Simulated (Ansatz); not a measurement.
# LiH− (doublet): energies up the ladder

The task, for LiH− (doublet): energies up the ladder. Charge -1. Spin multiplicity 2.

Method: the levels named in each step, in Ansatz 0.2.0.

### Step 1. The structure to begin with

Bond lengths: Li1–H2 1.374 Å.

Coordinates:

```xyz
2

Li    0.0000    0.0000    0.0000
H     0.0000    0.0000    1.3744
```

### Step 2. A rough first relaxation, PBE-D4/def2-SVPD

File input.yaml:

```yaml
crystal:
  periodic: [false, false, false]
  atoms:
    - { symbol: Li, position_ang: [0.0, 0.0, 0.0] }
    - { symbol: H, position_ang: [0.0, 0.0, 1.37442] }
magnetization:
  spin_polarized: true
  initial_magnetization: 1
total_charge: -1
basis:
  gaussian: { orbitals: def2-SVPD }
hamiltonian:
  xc: pbe
  dispersion: d4
relax:
  f_tol: 0.03
  max_steps: 200
```

Command:

```
> ansatz run input.yaml --threads 1 --pin off --max-ram 2560MiB --backend cpu --events-out ev --progress --plain --runs-dir out
```

The runs that follow: Relaxation, PBE0-D4/def2-TZVPPD; Frequencies, PBE0-D4/def2-TZVPPD; Single point, PBE-D4/def2-TZVPPD; Single point, r2SCAN-D4/def2-TZVPPD; Single point, B3LYP-D4/def2-TZVPPD; Single point, wB97M-V/def2-TZVPPD; Single point, B2PLYP/def2-TZVPPD; Single point, LDA/def2-TZVPPD; Single point, PBE0-D4/def2-SVPD; Single point, PBE-D4/def2-SVPD; Single point, CCSD(T)/def2-TZVPPD; Single point, CCSD(T)/def2-QZVPPD.

Before running it: what results should come out? Wanted: Li1–H2 at PBE0-D4/def2-TZVPPD; frequencies at PBE0-D4/def2-TZVPPD; energy at CCSD(T)/CBS.

**Answer**, as computed:

```
                          quantity        value
     Li1–H2 at PBE0-D4/def2-TZVPPD      1.711 Å
frequencies at PBE0-D4/def2-TZVPPD    1120 cm⁻¹
             energy at CCSD(T)/CBS  -219.586 eV
```

What this shows: No mode is imaginary, so the geometry is a minimum. These totals serve in differences with atoms or fragments at the same level; alone they don't rank the methods.
